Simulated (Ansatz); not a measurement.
# C₂H₆Al+: how energies converge with the basis set

An exercise on one series of results from a longer session: the logs are not shown, and one member is left open.

Computed with Ansatz 0.2.0, Gaussian basis. Level: one geometry, several basis sets.

The runs, in order: PBE0-D4/def2-SVP; ωB97M-V/def2-SVP; PBE0-D4/def2-QZVPP; ωB97M-V/def2-QZVPP; CCSD(T)/cc-pV(D+d)Z; CCSD(T)/cc-pV(T+d)Z; CCSD(T)/cc-pV(Q+d)Z; the functionals' def2-TZVPP values are taken from earlier runs.

### The geometry

All runs share one geometry, relaxed beforehand with PBE0-D4 in a triple-zeta def2 set.

9 atoms, charge 1, spin multiplicity 1.

Atoms are counted from 1 here; the program's logs count them from 0.

Bond lengths: C1–Al2 1.904 Å, C1–H4 1.094 Å, C1–H5 1.094 Å, C1–H6 1.094 Å, Al2–C3 1.904 Å, C3–H7 1.094 Å, C3–H8 1.094 Å, C3–H9 1.094 Å. Angles: Al2–C1–H4 110.3°, Al2–C1–H5 110.3°, Al2–C1–H6 110.3°, H4–C1–H5 108.6°, H4–C1–H6 108.6°, H5–C1–H6 108.6°, C1–Al2–C3 179.9°, Al2–C3–H7 110.3°, Al2–C3–H8 110.3°, Al2–C3–H9 110.3°, H7–C3–H8 108.6°, H7–C3–H9 108.6°, H8–C3–H9 108.6°.

Set-up of the first run:

File in.yaml:

```yaml
crystal:
  periodic: [false, false, false]
  atoms:
    - {symbol: C, position_ang: [-0.913108, 1.308315, -1.039036]}
    - {symbol: Al, position_ang: [-0.000657, 0.000254, 0.000900]}
    - {symbol: C, position_ang: [0.912961, -1.308259, 1.039238]}
    - {symbol: H, position_ang: [-1.852005, 0.899554, -1.424247]}
    - {symbol: H, position_ang: [-0.293712, 1.619149, -1.885658]}
    - {symbol: H, position_ang: [-1.138912, 2.188260, -0.429376]}
    - {symbol: H, position_ang: [1.212687, -2.150842, 0.408957]}
    - {symbol: H, position_ang: [0.263464, -1.681725, 1.836513]}
    - {symbol: H, position_ang: [1.809283, -0.874706, 1.492720]}
basis:
  gaussian: {orbitals: def2-SVP}
total_charge: 1
hamiltonian: {xc: pbe0, dispersion: d4}
output: {orbitals: {seedname: orbitals}}
```

On the command line:

```bash
ansatz run in.yaml --threads 2 --pin off --events-out ev --progress --plain --max-ram 32768MiB --backend cpu
```

Among the steps run: PBE0-D4 in def2-SVP; ωB97M-V in def2-SVP; PBE0-D4 in def2-QZVPP; ωB97M-V in def2-QZVPP.

One table of the session follows, with a row left open; its other results are not shown here.

It belongs to the step «Density functionals: the series». 

```
functional       basis  HOMO (eV)  LUMO (eV)
   PBE0-D4    def2-SVP          ?          ?
   PBE0-D4  def2-TZVPP     -14.07      -6.43
   PBE0-D4  def2-QZVPP     -14.06      -6.44
   ωB97M-V    def2-SVP     -16.29      -4.79
   ωB97M-V  def2-TZVPP     -16.22      -4.75
   ωB97M-V  def2-QZVPP     -16.21      -4.76
```

**Question.** Estimate the row for PBE0-D4, def2-SVP.

As computed: HOMO (eV): -14.13; LUMO (eV): -6.50. In the column «HOMO (eV)» it lies between ωB97M-V, def2-QZVPP (-16.21) and PBE0-D4, def2-TZVPP (-14.07).
